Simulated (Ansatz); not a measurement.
# One shape, several levels: AlH3 (SMILES [H][Al]([H])[H])

We compute a comparison of 6 runs (B3LYP/3-21G, BHLYP/3-21G, HSE06/3-21G, revPBE/6-31G*, RPA@PBE/3-21G, CCSDT/6-31G*) of AlH3. 

Program for the calculation: Ansatz 0.2.0.

61 further runs of the same task are left out: 2 that didn't finish, 59 set aside as unsound or not needed.

## (1) The structure to begin with

AlH3: 4 atoms, total charge 0, spin state singlet. As SMILES, `[H][Al]([H])[H]`. The H2–Al1 distance was set to 2.330 Å, away from the relaxed value. At this shape a bond of the SMILES string is far longer than usual.

Bond lengths: Al1–H3 1.553 Å, Al1–H4 1.553 Å. Angles: H3–Al1–H4 120.0°.

## (2) A single-point energy at B3LYP/3-21G (run 1)

Contents of job.yaml:

```yaml
basis:
  gaussian: {orbitals: 3-21G.json}
crystal:
  periodic: [false, false, false]
  atoms:
    - symbol: Al
      position_ang: [-0.776298, 0.015229, -0.007275]
    - symbol: H
      position_ang: [1.552650, -0.030520, 0.014610]
    - symbol: H
      position_ang: [-1.526098, 1.375089, -0.026415]
    - symbol: H
      position_ang: [-1.579118, -1.314051, -0.002815]
hamiltonian: {xc: {name: B3LYP}}
accuracy: high
```

The basis set 3-21G is read from a file made from the Basis Set Exchange's data (not shown).

On the command line:

```
$ ansatz run job.yaml --threads 1 --pin off --max-ram 2610MiB --events-out events.jsonl --progress --plain --runs-dir runs
```

The program printed:

```text
Warning: RAYON_NUM_THREADS=1 ignored (pool sized by the plan → 1); use --threads N
Functional definition: B3LYP
  name "B3LYP"
  parameter a0 = 0.2
  parameter ax = 0.72
  parameter ac = 0.81
  exchange = (1 - a0 - ax)*slater_x + ax*b88_x + a0*exact_x
  correlation = (1 - ac)*vwn_rpa_c + ac*lyp_c
369 factors; integrals over basis functions are off by at most 2.5e-9 eV
mean field evaluation 1: about -6606.5808 eV, gradient 1.0e1 eV
mean field evaluation 2: about -6606.7242 eV, gradient 7.5e0 eV
mean field evaluation 4: about -6607.0848 eV, gradient 1.9e-1 eV
mean field evaluation 8: about -6607.0811 eV, gradient 2.0e-3 eV
mean field evaluation 16: about -6607.0811 eV, gradient 5.0e-9 eV
mean field -6607.08112046 eV, -242.8057527364 hartree, gradient 5.1e-9 eV, S^2 0.000000; 0 other end points of the search recorded, 0 dependent functions left out
reference -6607.08115523 eV, -242.8057540143 hartree; 8, 8 occupied and 11, 11 virtual orbitals, 369 factors
Total energy: -6607.08115523 eV, -242.8057540143 hartree
```

Run time: 0.66 s. Hardware: 1 thread of Arm Neoverse V2, shared host.

## (3) The energy at BHLYP/3-21G (run 2)

Contents of molecule.yaml:

```yaml
crystal:
  periodic: [false, false, false]
  atoms:
    - symbol: Al
      position_ang: [-0.776298, 0.015229, -0.007275]
    - symbol: H
      position_ang: [1.552650, -0.030520, 0.014610]
    - symbol: H
      position_ang: [-1.526098, 1.375089, -0.026415]
    - symbol: H
      position_ang: [-1.579118, -1.314051, -0.002815]
basis:
  gaussian:
    orbitals: 3-21G.json
hamiltonian:
  xc: {name: BHLYP}
accuracy: high
```

The basis set 3-21G is read from a file made from the Basis Set Exchange's data (not shown).

On the command line:

```
$ ansatz run molecule.yaml --threads 1 --pin off --max-ram 2610MiB --events-out events.jsonl --progress --plain --runs-dir runs
```

The program printed:

```text
Warning: RAYON_NUM_THREADS=1 ignored (pool sized by the plan → 1); use --threads N
Functional definition: BHLYP
  name "BHLYP"
  parameter a = 0.5
  exchange = (1 - a)*b88_x + a*exact_x
  correlation = lyp_c
369 factors; integrals over basis functions are off by at most 2.5e-9 eV
mean field evaluation 1: about -6605.9824 eV, gradient 7.1e0 eV
mean field evaluation 2: about -6606.2239 eV, gradient 3.0e0 eV
mean field evaluation 4: about -6606.2783 eV, gradient 4.4e-1 eV
mean field evaluation 8: about -6606.2782 eV, gradient 7.0e-3 eV
mean field evaluation 16: about -6606.2782 eV, gradient 2.8e-8 eV
mean field -6606.27820320 eV, -242.7762460713 hartree, gradient 2.8e-8 eV, S^2 0.000000; 0 other end points of the search recorded, 0 dependent functions left out
reference -6606.27822699 eV, -242.7762469456 hartree; 8, 8 occupied and 11, 11 virtual orbitals, 369 factors
Total energy: -6606.27822699 eV, -242.7762469456 hartree
```

Run time: 0.6 s. Hardware: 1 thread of Arm Neoverse V2, shared host.

Runs 3 to 5 aren't shown in full; the table further down has their settings and results.

## (4) The energy at CCSDT/6-31G(d) (spherical functions) (run 6)

Contents of job.yaml:

```yaml
crystal:
  periodic: [false, false, false]
  atoms:
    - {symbol: Al, position_ang: [-0.776298, 0.015229, -0.007275]}
    - {symbol: H, position_ang: [1.552650, -0.030520, 0.014610]}
    - {symbol: H, position_ang: [-1.526098, 1.375089, -0.026415]}
    - {symbol: H, position_ang: [-1.579118, -1.314051, -0.002815]}
basis:
  gaussian:
    orbitals: 6-31G_st_-spherical.json
correlation:
  method: ccsdt
  frozen_orbitals: {Al: 5, H: 0}
accuracy: high
scf:
  omitted_lower_state_checks: [cluster_reference, increment]
```

The basis set 6-31G* is read from a file made from the Basis Set Exchange's data (not shown).

On the command line:

```
$ ansatz run job.yaml --threads 1 --pin off --max-ram 2610MiB --events-out events.jsonl --progress --plain --runs-dir runs
```

The program printed:

```text
Warning: RAYON_NUM_THREADS=1 ignored (pool sized by the plan → 1); use --threads N
[... 11 lines left out ...]
5 core orbitals not correlated: weight in the atoms' cores, before any rotation towards them, 1.000 or more for the frozen orbitals, at most 0.000 for the correlated occupied ones
[... 26 lines left out ...]
Total energy: -6629.60691244 eV, -243.6335603232 hartree
Checks for a lower state left out: cluster_reference, increment
```

It took 0.32 s on 1 thread of Arm Neoverse V2, shared host.

## (5) Overview of the runs

```csv
run,level,frozen core orbitals,energy (Eh),wall time
1,B3LYP/3-21G,–,-242.805754,0.66 s
2,BHLYP/3-21G,–,-242.776247,0.6 s
3,HSE06/3-21G,–,-242.650401,0.72 s
4,revPBE/6-31G* (spherical functions),–,-244.066187,0.71 s
5,RPA@PBE/3-21G,5,-242.332503,0.85 s
6,CCSDT/6-31G* (spherical functions),5,-243.633560,0.32 s
```

## (6) Results

```
                                          quantity          value
                               run 6: total energy  -243.63356 Eh
run 6: correlation energy (5 core orbitals frozen)      -84.8 mEh
                              run 6: T1 diagnostic          0.022
```

What this shows: Totals of different functionals can't be ranked against each other. In run 6 the log says that unrestricted orbitals would lower the reference, so the values rest on an unstable closed-shell determinant (other closed-shell runs at this shape may share the fault). All runs together took 3.9 s, the longest 0.85 s.
